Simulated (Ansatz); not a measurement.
# C₂H₃O+: small, medium and large basis sets

How large a basis does C₂H₃O+ need? Two functionals and correlated methods are run in growing sets.

Program: Ansatz 0.2.0, Gaussian basis. Level of theory: one geometry, several basis sets. These are calculated values, not measurements.

Plan: PBE0-D4/def2-SVP; ωB97M-V/def2-SVP; PBE0-D4/def2-QZVPP; ωB97M-V/def2-QZVPP; CCSD(T)/cc-pV(D+d)Z; CCSD(T)/cc-pV(T+d)Z; CCSD(T)/cc-pV(Q+d)Z; the functionals' def2-TZVPP values are taken from earlier runs.

## (1) The relaxed structure

All runs share one geometry, relaxed beforehand with PBE0-D4 in a triple-zeta def2 set.

SMILES `CC#[O+]`, 6 atoms, charge 1, spin multiplicity 1.

Atoms are counted from 1 here; the program's logs count them from 0.

Bond lengths: C1–C2 1.418 Å, C1–H4 1.098 Å, C1–H5 1.098 Å, C1–H6 1.098 Å, C2–O3 1.111 Å. Angles: C2–C1–H4 108.3°, C2–C1–H5 108.3°, C2–C1–H6 108.3°, H4–C1–H5 110.6°, H4–C1–H6 110.6°, H5–C1–H6 110.6°, C1–C2–O3 180.0°.

## (2) PBE0-D4 in def2-SVP

Input file in.yaml:

```yaml
crystal:
  periodic: [false, false, false]
  atoms:
    - {symbol: C, position_ang: [-0.321646, 0.308359, -0.192604]}
    - {symbol: C, position_ang: [0.617719, -0.592553, 0.370017]}
    - {symbol: O, position_ang: [1.353886, -1.298038, 0.810746]}
    - {symbol: H, position_ang: [-0.073682, 0.447058, -1.253199]}
    - {symbol: H, position_ang: [-1.324129, -0.126030, -0.083509]}
    - {symbol: H, position_ang: [-0.252149, 1.261204, 0.348549]}
basis:
  gaussian: {orbitals: def2-SVP}
total_charge: 1
hamiltonian: {xc: pbe0, dispersion: d4}
output: {orbitals: {seedname: orbitals}}
```

Launch:

```bash
$ ansatz run in.yaml --threads 2 --pin off --events-out ev --progress --plain --max-ram 32768MiB --backend cpu
```

After this run come: ωB97M-V in def2-SVP; PBE0-D4 in def2-QZVPP; ωB97M-V in def2-QZVPP; CCSD(T) in cc-pV(D+d)Z; CCSD(T) in cc-pV(T+d)Z; CCSD(T) in cc-pV(Q+d)Z.

**Question.** What will the summary of the whole plan be? Wanted: MP2 correlation recovered, cc-pV(D+d)Z; MP2 correlation recovered, cc-pV(T+d)Z; MP2 correlation recovered, cc-pV(Q+d)Z; CCSD(T) limit from def2 sets; PBE0-D4: double and triple zeta above quadruple; ωB97M-V: double and triple zeta above quadruple.

As calculated:

| quantity | value |
| --- | --- |
| MP2 correlation recovered, cc-pV(D+d)Z | 73.3 % |
| MP2 correlation recovered, cc-pV(T+d)Z | 89.7 % |
| MP2 correlation recovered, cc-pV(Q+d)Z | 95.7 % |
| CCSD(T) limit from def2 sets (earlier runs) less the limit of this series | 22 meV |
| PBE0-D4: double and triple zeta above quadruple | 5.03, 0.22 eV |
| ωB97M-V: double and triple zeta above quadruple | 5.19, 0.21 eV |

**Reading.** PBE0-D4 gains 4.81 eV from double to triple zeta, then 0.22 eV more. In cc-pV(D+d)Z MP2 holds 73 % of its limit, in cc-pV(Q+d)Z 96 %, while Hartree-Fock is within 0.089 eV in the largest set. A limit from the def2 sets, made apart, differs by 22 meV, a least measure of the doubt on such a limit. These are total energies; as a rule much of such shifts cancels in differences, which this series doesn't test.
